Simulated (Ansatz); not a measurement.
A run of Ansatz (development build ahead of 0.2.0) on triplet SiH2 in separate pieces at this shape:

```yaml
atoms:
  - { symbol: Si, position_ang: [0.0000, 0.0000, 0.0949] }
  - { symbol: H, position_ang: [0.0000, 3.8156, -2.1820] }
  - { symbol: H, position_ang: [0.0000, -1.2719, -0.6641] }
```

Its results:

* Converged: yes
* Total energy: -290.34299 hartree
* Spin squared of the determinant: 2.004
* Stability test: minimum

**Question.** Which input gives this output? Name the method, the orbitals and the basis set, and write the input.

**Answer.** PBE (unrestricted) in pcseg-2.

```yaml
crystal:
  periodic: [false, false, false]
  atoms:
    - { symbol: Si, position_ang: [0.0, 0.0, 0.09487] }
    - { symbol: H, position_ang: [0.0, 3.81559, -2.18199] }
    - { symbol: H, position_ang: [0.0, -1.27186, -0.66408] }
basis:
  gaussian: { orbitals: pcseg-2 }
magnetization:
  spin_polarized: true
  initial_magnetization: 2
hamiltonian:
  xc: pbe
```

Caution: charge can spread falsely over distant fragments; other spin multiplicities may lie lower.
